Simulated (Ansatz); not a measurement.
Frontier orbitals of `CCCCC(C)(C)C`.

The species carries charge 0 and has multiplicity 1. Geometry: relaxed with PBE0-D4/def2-TZVP. It is one conformer, not always the lowest. Basis def2-TZVPP, Ansatz 0.2.0.

```
             functional  HOMO (eV)  LUMO (eV)  gap (eV)
            LDA (SPW92)      -7.30       0.04      7.34
                    PBE      -7.18       0.25      7.43
                 B97M-V      -7.60       0.33      7.93
                   PBE0      -8.49       1.04      9.53
                  B3LYP      -8.30       0.72      9.02
HSE06 (plane-wave form)      -8.09       0.67      8.76
                ωB97X-V     -10.87       2.84     13.71
                ωB97M-V     -10.76       2.44     13.20
```

Problem. What is the vertical ionisation energy at frozen-core CCSD(T)/CBS(def2)? (Estimate.)

Solution. Ansatz gave: 10.72 eV (T1 of the cation 0.031).

Against PBE, PBE0 changes HOMO and LUMO by −1.31 and +0.79 eV, ωB97M-V by −3.58 and +2.18 eV. A gap of 7.43 eV thus becomes 13.19 eV for the same molecule, so an orbital gap means little without its functional. A positive LUMO is unbound and depends on the basis. −ε(HOMO) differs from that ionisation energy by −3.54 eV with PBE and +0.03 eV with ωB97M-V.

B3LYP here is the variant with VWN-RPA as its local correlation; programs differ in this.
